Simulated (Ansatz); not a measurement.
Born–Oppenheimer molecular dynamics of BFH5N (8 atoms, charge 0, multiplicity 1). It starts at the highest image of a converged band, a first-order saddle point between two minima.

These are results of RKS BLYP-D4/def2-SVP (Ansatz 0.2.0), not measurements.

```
ensemble                      : NVE (velocity Verlet)
time step                     : 0.5 fs
steps asked                   : 200
starting velocities drawn for : 300 K
seed                          : 11151
```

First frame:

```xyz
8
Properties=species:S:1:pos:R:3
B -0.006 0.087 0.236
N -0.012 0.059 1.754
H -0.807 -0.384 2.226
H 0.863 -0.163 2.239
H 1.079 -0.019 -0.288
H -1.020 -0.301 -0.301
F -0.248 1.889 0.379
H -0.194 1.431 1.360
```

Task: What does the run give?

Result: The run went to its last step.

```json
{
 "steps done": "200",
 "time covered": "100 fs",
 "mean temperature over the second half": "693 K",
 "spread of the potential energy over the second half": "19.4 meV per atom",
 "mean potential energy of the second half above the start": "-38.2 meV per atom"
}
```

The conserved energy stayed within 0.35 meV per atom of its start (net change -0.35 meV per atom), so the integration is sound. The kinetic energy rose, since the run started high on the potential surface and went downhill. It ends in pieces (BFH2 + H3N), so much of that is their flight and rotation, not heat. A run of 0.1 ps of so small a system gives no equilibrium averages. The orbitals stay closed-shell, which can raise the energy where a bond breaks towards radicals; this wasn't checked here.

Task: What happens to the structure?

Result: Between its relaxed ends the band would form B1–F7, N2–H8 and break F7–H8. These pairs go: B1–F7 1.82 → 1.30 Å, N2–H8 1.44 → 1.05 Å, F7–H8 1.08 → 3.59 Å. In the last frame they stand as after the step (other bonds may differ from the relaxed reactants and products). Also parted: B1–N2 1.52 → 2.39 Å. It ends as BFH2 + H3N. Pairs count as bonded within 1.25 times the sum of covalent radii (0.12 Å more for H–H). Another seed would give other details.

Task: How do temperature and energy run in time?

Result: 
| time (fs) | T (K) | potential energy less start (eV) | conserved less start (meV/atom) |
| --- | --- | --- | --- |
| 0 | 300 | 0.000 | 0.00 |
| 5.5 | 140 | 0.125 | 0.08 |
| 11 | 286 | 0.012 | 0.09 |
| 16.5 | 936 | -0.493 | 0.06 |
| 22 | 1253 | -0.738 | 0.06 |
| 27.5 | 984 | -0.529 | 0.15 |
| 33 | 816 | -0.399 | 0.09 |
| 38.5 | 1092 | -0.615 | -0.10 |
| 44 | 911 | -0.474 | 0.02 |
| 49.5 | 1171 | -0.678 | -0.25 |
| 55 | 814 | -0.400 | -0.14 |
| 60.5 | 833 | -0.415 | -0.19 |
| 66 | 294 | 0.004 | -0.02 |
| 71.5 | 922 | -0.484 | -0.13 |
| 77 | 549 | -0.193 | 0.08 |
| 82.5 | 682 | -0.296 | 0.05 |
| 88 | 811 | -0.396 | 0.07 |
| 93.5 | 466 | -0.128 | 0.10 |
| 99 | 611 | -0.241 | 0.03 |

Run time: 4.8 min on 1 thread of Arm Neoverse V1 (shared host), peak memory 0.11 GiB.
